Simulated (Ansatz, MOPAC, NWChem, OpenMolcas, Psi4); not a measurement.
**How methods differ on Si2H5O (SMILES O[SiH][SiH3])**

The runs start from one conformer, not always the lowest.

Si2H5O, doublet, SMILES `O[SiH][SiH3]`. Each level relaxes the structure for itself.

Quantity: the zero-point energy at each level's own minimum, in kJ/mol. The values are calculated.

| level | kind | program | value (kJ/mol) |
| --- | --- | --- | --- |
| MNDOD | semi-empirical | MOPAC | 130.4 |
| PM6 | semi-empirical | MOPAC | 108.8 |
| PM6-D3H4 | semi-empirical | MOPAC | 109.2 |
| PM6-D3H4X | semi-empirical | MOPAC | 109.2 |
| UHF/3-21G | Hartree–Fock | OpenMolcas | 126.8 |
| UHF/6-31G* (Cartesian functions) | Hartree–Fock | OpenMolcas | 131.8 |
| UB3LYP/def2-SVP | global hybrid | NWChem | 121.9 |
| UPBE0-D4/def2-TZVP | global hybrid | Ansatz | 122.2 |
| U-wB97X-D/def2-SVP (density fitting) | range-separated hybrid | Psi4 | 123.7 |

Harmonic and unscaled. The values span 108.8 to 131.8 kJ/mol.
